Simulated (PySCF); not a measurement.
PySCF input (PBE0/def2-TZVPP):

```python
import numpy as np, basis_set_exchange as bse
from pyscf import gto, scf, dft, df, tdscf

basis = {'B': gto.basis.parse(bse.get_basis('def2-TZVPP', elements=['B'], fmt='nwchem')), 'F': gto.basis.parse(bse.get_basis('def2-TZVPP', elements=['F'], fmt='nwchem'))}
mol = gto.M(
    atom='''
    B    -0.00000000   -0.00000000    0.00000000
    F     0.01679907    1.31515438    0.03157775
    F     1.13083137   -0.67238813   -0.00500122
    F    -1.14763045   -0.64276625   -0.02657653
    ''',
    basis=basis,
    charge=0,
    verbose=4,
    max_memory=7359,
)
mf = dft.RKS(mol, xc='pbe0')
mf.grids.level = 3
mf = mf.density_fit(auxbasis=df.autoaux(mol))
mf.conv_tol = 1e-9
mf.max_cycle = 100
print('smallest overlap eigenvalue', np.linalg.eigvalsh(mol.intor('int1e_ovlp'))[0])
mf.kernel()
dip = mf.dip_moment()
td = tdscf.TDA(mf)
td.nstates = 4
td.kernel()
td.analyze()
osc = td.oscillator_strength()
```

Output:

```
PySCF version 2.14.0

[INPUT] verbose = 4
[INPUT] num. atoms = 4
[INPUT] num. electrons = 32
[INPUT] charge = 0
[INPUT] spin (= nelec alpha-beta = 2S) = 0
[INPUT] symmetry False subgroup None
[INPUT] Mole.unit = angstrom
[INPUT] Symbol           X                Y                Z      unit          X                Y                Z       unit  Magmom
[INPUT]  1 B      0.000000000000   0.000000000000   0.000000000000 AA    0.000000000000   0.000000000000   0.000000000000 Bohr   0.0
[INPUT]  2 F      0.016799070000   1.315154380000   0.031577750000 AA    0.031745641447   2.485281589722   0.059673299130 Bohr   0.0
[INPUT]  3 F      1.130831370000  -0.672388130000  -0.005001220000 AA    2.136961582367  -1.270629415108  -0.009450936089 Bohr   0.0
[INPUT]  4 F     -1.147630450000  -0.642766250000  -0.026576530000 AA   -2.168707242711  -1.214652174614  -0.050222363041 Bohr   0.0

nuclear repulsion = 110.729648648708
number of shells = 44
number of NR pGTOs = 184
number of NR cGTOs = 124
basis = {'B': [[0, [8564.8660687, 0.00022837198155], [1284.1516263, 0.0017682576447], [292.27871604, 0.0091407080516], [82.775469176, 0.036342638989], [27.017939269, 0.11063458441], [9.814961966, 0.23367344321]], [0, [3.9318559059, 0.41818777978], [1.6595599712, 0.22325473798]], [0, [0.35762965239, 1.0]], [0, [0.14246277496, 1.0]], [0, [0.060560594768, 1.0]], [1, [22.453875803, 0.0050265575179], [5.104505833, 0.032801738965], [1.4986081344, 0.13151230768], [0.50927831315, 0.33197167769]], [1, [0.18147077798, 0.4731431957]], [1, [0.064621893904, 0.25802783943]], [2, [0.661, 1.0]], [2, [0.199, 1.0]], [3, [0.49, 1.0]]], 'F': [[0, [35479.100441, 0.00021545014888], [5318.4728983, 0.0016700686527], [1210.4810975, 0.0086733211476], [342.8551814, 0.035049933175], [112.01943181, 0.11165320133], [40.714740248, 0.25988506647]], [0, [16.039678111, 0.3942296688], [6.503818674, 0.24998238551]], [0, [1.5440477509, 1.0]], [0, [0.61223452862, 1.0]], [0, [0.24027979698, 1.0]], [1, [80.233900483, 0.0063685999134], [18.594010743, 0.04430314353], [5.6867902653, 0.16867248708], [1.9511006294, 0.36166346255]], [1, [0.66970211298, 0.44202901491]], [1, [0.2165130041, 0.2431987573]], [2, [3.107, 1.0]], [2, [0.855, 1.0]], [3, [1.917, 1.0]]]}
ecp = {}
ETB for B: l = 0, exps = 0.121121189536 * 1.8^n , n = 0..15
ETB for B: l = 1, exps = 0.125182488672 * 1.8^n , n = 0..12
ETB for B: l = 2, exps = 0.129243787808 * 1.8^n , n = 0..11
ETB for B: l = 3, exps = 0.26362189390400004 * 2.2^n , n = 0..6
ETB for B: l = 4, exps = 0.398 * 2.2^n , n = 0..2
ETB for F: l = 0, exps = 0.4330260082 * 1.8^n , n = 0..15
ETB for F: l = 1, exps = 0.4330260082 * 1.8^n , n = 0..12
ETB for F: l = 2, exps = 0.4330260082 * 1.8^n , n = 0..11
ETB for F: l = 3, exps = 1.0715130041 * 2.2^n , n = 0..6
ETB for F: l = 4, exps = 1.71 * 2.2^n , n = 0..2
smallest overlap eigenvalue 0.0009172157277161043

******** <class 'pyscf.df.df_jk.DFRKS'> ********
method = DFRKS
initial guess = minao
damping factor = 0
level_shift factor = 0
DIIS = <class 'pyscf.scf.diis.CDIIS'>
diis_start_cycle = 1
diis_space = 8
diis_damp = 0
SCF conv_tol = 1e-09
SCF conv_tol_grad = None
SCF max_cycles = 100
direct_scf = False
XC library pyscf.dft.libxc version 7.1.2
    S. Lehtola, C. Steigemann, M. J. T. Oliveira, and M. A. L. Marques,  SoftwareX 7, 1–5 (2018)
XC functionals = pbe0
    C. Adamo and V. Barone,  J. Chem. Phys. 110, 6158 (1999)
    M. Ernzerhof and G. E. Scuseria,  J. Chem. Phys. 110, 5029 (1999)
radial grids:
    Treutler-Ahlrichs [JCP 102, 346 (1995); DOI:10.1063/1.469408] (M4) radial grids

becke partition: Becke, JCP 88, 2547 (1988); DOI:10.1063/1.454033
pruning grids: <function nwchem_prune>
grids dens level: 3
symmetrized grids: False
atomic radii adjust function: <function treutler_atomic_radii_adjust>
small_rho_cutoff = 0
Set gradient conv threshold to 3.16228e-05
Initial guess from minao.
tot grids = 56832
******** <class 'pyscf.df.df.DF'> ********
auxbasis = {'B': [[0, [np.float64(817.1611368396424), 1]], [0, [np.float64(453.9784093553569), 1]], [0, [np.float64(252.2102274196427), 1]], [0, [np.float64(140.11679301091263), 1]], [0, [np.float64(77.84266278384034), 1]], [0, [np.float64(43.24592376880019), 1]], [0, [np.float64(24.02551320488899), 1]], [0, [np.float64(13.347507336049441), 1]], [0, [np.float64(7.4152818533608), 1]], [0, [np.float64(4.119601029644889), 1]], [0, [np.float64(2.288667238691605), 1]], [0, [np.float64(1.2714817992731136), 1]], [0, [np.float64(0.706378777373952), 1]], [0, [np.float64(0.39243265409664), 1]], [0, [np.float64(0.2180181411648), 1]], [0, [np.float64(0.121121189536), 1]], [1, [np.float64(144.81503130079645), 1]], [1, [np.float64(80.45279516710912), 1]], [1, [np.float64(44.69599731506062), 1]], [1, [np.float64(24.831109619478124), 1]], [1, [np.float64(13.795060899710068), 1]], [1, [np.float64(7.663922722061148), 1]], [1, [np.float64(4.2577348455895265), 1]], [1, [np.float64(2.365408247549737), 1]], [1, [np.float64(1.3141156930831872), 1]], [1, [np.float64(0.7300642739351041), 1]], [1, [np.float64(0.40559126329728), 1]], [1, [np.float64(0.22532847960959998), 1]], [1, [np.float64(0.125182488672), 1]], [2, [np.float64(83.0629275503779), 1]], [2, [np.float64(46.146070861321064), 1]], [2, [np.float64(25.636706034067256), 1]], [2, [np.float64(14.242614463370698), 1]], [2, [np.float64(7.912563590761498), 1]], [2, [np.float64(4.395868661534165), 1]], [2, [np.float64(2.4421492564078697), 1]], [2, [np.float64(1.3567495868932609), 1]], [2, [np.float64(0.7537497704962561), 1]], [2, [np.float64(0.41874987249792), 1]], [2, [np.float64(0.2326388180544), 1]], [2, [np.float64(0.129243787808), 1]], [3, [np.float64(29.88942502313372), 1]], [3, [np.float64(13.5861022832426), 1]], [3, [np.float64(6.175501037837545), 1]], [3, [np.float64(2.8070459262897933), 1]], [3, [np.float64(1.2759299664953603), 1]], [3, [np.float64(0.5799681665888001), 1]], [3, [np.float64(0.26362189390400004), 1]], [4, [np.float64(1.9263200000000005), 1]], [4, [np.float64(0.8756000000000002), 1]], [4, [np.float64(0.398), 1]]], 'F': [[0, [np.float64(2921.470854913222), 1]], [0, [np.float64(1623.0393638406788), 1]], [0, [np.float64(901.6885354670437), 1]], [0, [np.float64(500.9380752594688), 1]], [0, [np.float64(278.29893069970484), 1]], [0, [np.float64(154.6105170553916), 1]], [0, [np.float64(85.89473169743977), 1]], [0, [np.float64(47.71929538746654), 1]], [0, [np.float64(26.51071965970363), 1]], [0, [np.float64(14.728177588724238), 1]], [0, [np.float64(8.182320882624577), 1]], [0, [np.float64(4.54573382368032), 1]], [0, [np.float64(2.5254076798224), 1]], [0, [np.float64(1.403004266568), 1]], [0, [np.float64(0.77944681476), 1]], [0, [np.float64(0.4330260082), 1]], [1, [np.float64(500.9380752594688), 1]], [1, [np.float64(278.29893069970484), 1]], [1, [np.float64(154.6105170553916), 1]], [1, [np.float64(85.89473169743977), 1]], [1, [np.float64(47.71929538746654), 1]], [1, [np.float64(26.51071965970363), 1]], [1, [np.float64(14.728177588724238), 1]], [1, [np.float64(8.182320882624577), 1]], [1, [np.float64(4.54573382368032), 1]], [1, [np.float64(2.5254076798224), 1]], [1, [np.float64(1.403004266568), 1]], [1, [np.float64(0.77944681476), 1]], [1, [np.float64(0.4330260082), 1]], [2, [np.float64(278.29893069970484), 1]], [2, [np.float64(154.6105170553916), 1]], [2, [np.float64(85.89473169743977), 1]], [2, [np.float64(47.71929538746654), 1]], [2, [np.float64(26.51071965970363), 1]], [2, [np.float64(14.728177588724238), 1]], [2, [np.float64(8.182320882624577), 1]], [2, [np.float64(4.54573382368032), 1]], [2, [np.float64(2.5254076798224), 1]], [2, [np.float64(1.403004266568), 1]], [2, [np.float64(0.77944681476), 1]], [2, [np.float64(0.4330260082), 1]], [3, [np.float64(121.48804153960967), 1]], [3, [np.float64(55.221837063458935), 1]], [3, [np.float64(25.10083502884497), 1]], [3, [np.float64(11.409470467656805), 1]], [3, [np.float64(5.186122939844001), 1]], [3, [np.float64(2.3573286090200005), 1]], [3, [np.float64(1.0715130041), 1]], [4, [np.float64(8.2764), 1]], [4, [np.float64(3.762), 1]], [4, [np.float64(1.71), 1]]]}
init E= -324.764336470396
  HOMO = -0.5086573072523  LUMO = -0.00984593120833818  gap/eV = 13.57335
cycle= 1 E= -324.308684199894  delta_E= 0.456  |g|= 0.734  |ddm|= 1.72
  HOMO = -0.365325972509279  LUMO = 0.0170673804905538  gap/eV = 10.40545
cycle= 2 E= -324.240404309932  delta_E= 0.0683  |g|= 1.04  |ddm|= 0.674
  HOMO = -0.450385510851291  LUMO = 0.0153829458510339  gap/eV = 12.67421
cycle= 3 E= -324.389580984262  delta_E= -0.149  |g|= 0.0145  |ddm|= 0.372
  HOMO = -0.448277400750587  LUMO = 0.0166931482932985  gap/eV = 12.65249
cycle= 4 E= -324.389608949705  delta_E= -2.8e-05  |g|= 0.00579  |ddm|= 0.0124
  HOMO = -0.449346766293658  LUMO = 0.0162358466908762  gap/eV = 12.66915
cycle= 5 E= -324.389614018727  delta_E= -5.07e-06  |g|= 0.000453  |ddm|= 0.00381
  HOMO = -0.449315484222097  LUMO = 0.0162752321914917  gap/eV = 12.66937
cycle= 6 E= -324.38961406694  delta_E= -4.82e-08  |g|= 6.43e-05  |ddm|= 0.000431
  HOMO = -0.449323915529291  LUMO = 0.0162705665482519  gap/eV = 12.66947
cycle= 7 E= -324.389614067837  delta_E= -8.98e-10  |g|= 6.05e-06  |ddm|= 4.88e-05
  HOMO = -0.449322268680522  LUMO = 0.0162710429321093  gap/eV = 12.66944
Extra cycle  E= -324.38961406784  delta_E= -2.5e-12  |g|= 6.64e-06  |ddm|= 5.06e-06
converged SCF energy = -324.38961406784
Dipole moment(X, Y, Z, Debye):  0.00001,  0.00001,  0.00000

******** <class 'pyscf.tdscf.rks.TDA'> for <class 'pyscf.df.df_jk.DFRKS'> ********
nstates = 4 singlet
deg_eia_thresh = 1.000e-03
wfnsym = None
conv_tol = 1e-05
eigh lindep = 1e-12
eigh level_shift = 0
eigh max_cycle = 100
chkfile = tmpt5z3c70b

Excitation energies (eV)
[10.710531   11.01089111 11.77462739 11.77464483]

** Singlet excitation energies and oscillator strengths **
Excited State   1:     10.71053 eV    115.76 nm  f=0.0000
      16 -> 18        0.70217
Excited State   2:     11.01089 eV    112.60 nm  f=0.0000
      16 -> 17       -0.70379
Excited State   3:     11.77463 eV    105.30 nm  f=0.0000
      12 -> 18       -0.37276
      13 -> 18       -0.59377
Excited State   4:     11.77464 eV    105.30 nm  f=0.0000
      12 -> 18       -0.59376
      13 -> 18        0.37275

** Transition electric dipole moments (AU) **
state          X           Y           Z        Dip. S.      Osc.
  1        -0.0000     -0.0000     -0.0000      0.0000      0.0000
  2         0.0000     -0.0000      0.0000      0.0000      0.0000
  3         0.0000      0.0000     -0.0000      0.0000      0.0000
  4         0.0000      0.0000     -0.0000      0.0000      0.0000

** Transition velocity dipole moments (imaginary part, AU) **
state          X           Y           Z        Dip. S.      Osc.
  1        -0.0000      0.0000     -0.0000      0.0000      0.0000
  2         0.0000     -0.0000     -0.0000      0.0000      0.0000
  3         0.0000     -0.0000     -0.0000      0.0000      0.0000
  4        -0.0000     -0.0000     -0.0000      0.0000      0.0000

** Transition magnetic dipole moments (imaginary part, AU) **
state          X           Y           Z
  1        -0.0000     -0.0000     -0.0000
  2         0.0075      0.0184     -0.7716
  3        -0.6448      0.2546     -0.0002
  4        -0.2545     -0.6445     -0.0179
```
